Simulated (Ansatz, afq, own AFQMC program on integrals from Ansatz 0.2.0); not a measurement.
## BH2⁺, singlet in cc-pVTZ, levels against full CI

```xyz
3

B     0.0000    0.0000    0.0000
H     0.0000    0.0000   -1.1792
H     0.0000    0.0000    1.1792
```

Basis cc-pVTZ. Only valence electrons are correlated. Ansatz 0.2.0 and our own AFQMC program on the same integrals; the CISD trial comes from CCSD amplitudes, and released means the phaseless constraint is let go. Uncertainties: one standard error, sampling alone.

Determinant: RHF, the one that the program's search chose, which needn't be the lowest solution. The geometry is a PBE0/def2-TZVP stationary point of this or a neighbouring charge and spin state.

Full CI is exact in this basis; its frozen core comes from its own orbitals, which moves totals by up to a few meV.

Cautions: the ph-AFQMC/HF walk drifts between its halves (2.9 errors); full CI with its own frozen core.

```
T1 diagnostic                               : 0.0057
weight of the determinant in the CISD state : 0.959
size of the correlated space                : 4 electrons in 57 orbitals
```

Reference: full CI, correlation energy -2.354 eV. The released energy is read at 1.50 1/Eh (meV from the phaseless value at times in 1/Eh: -1 ± 3 at 0.24, -2.0 ± 2.3 at 0.50, -1 ± 3 at 1.00, 1 ± 3 at 1.50).

| level | E − E(reference) (meV) | share of correlation (%) |
| --- | --- | --- |
| HF | 2353.6 | 0.00 |
| MP2 | 490.2 | 79.17 |
| CCSD | 33.0 | 98.60 |
| CCSD(T) | 7.2 | 99.69 |
| CCSDT | 0.6 | 99.97 |
| CCSDT(Q) | 0.1 | 99.99 |
| ph-AFQMC/HF | -29.0 ± 17.9 | 101.23 |
| ph-AFQMC/CISD | 1.6 ± 2.7 | 99.93 |
| released AFQMC | 2.3 ± 2.6 | 99.90 |

CCSDT and higher add their correlation energy to the determinant of the CCSD(T) run, since their own runs factorise the integrals more tightly (a shift of under 2 meV). A walk keeps the symmetry of its determinant, which the program's search chose and which needn't be the lowest solution, so a lower state of the same spin and another symmetry isn't excluded. Released energies are given only where the last usable release times agree within the noise; a slower fall can still hide under it.
